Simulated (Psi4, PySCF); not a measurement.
Torsional profile of SMILES COC=O (C₂H₄O₂). Scanned: dihedral C1–O2–C3–O4; all other coordinates were relaxed at B3LYP-D3(BJ)/def2-SVP. Points at φ and −φ are mirror images. Heavy atoms are numbered in the order of the SMILES COC=O, hydrogens after them in the order of the atoms that carry them; the mirror image has the same energies with the sign of each dihedral reversed. Each profile is relative to its own lowest point.

```tsv
φ / °	A	B	C
-150	6.9	6.1	7.5
-120	10.3	11.1	11.6
-90	12.2	14.3	14.1
-60	9.1	10.3	10.3
-30	3.1	3.4	3.6
0	0.0	0.0	0.0
30	3.1	3.4	3.6
60	9.1	10.3	10.3
90	12.2	14.3	14.1
120	10.3	11.1	11.6
150	6.9	6.1	7.5
180	5.7	4.1	5.9
```

Energies in kcal/mol.

Question: Which curve belongs to which method? The methods are HF/cc-pVTZ // B3LYP-D3(BJ)/def2-SVP (Psi4); PBE/def2-TZVP // B3LYP-D3(BJ)/def2-SVP in Psi4 1.11; restricted M06-2X/6-31G*, spherical d // B3LYP-D3(BJ)/def2-SVP (PySCF).

Answer: A is HF/cc-pVTZ; B is PBE/def2-TZVP; C is RKS-M06-2X/6-31G*.
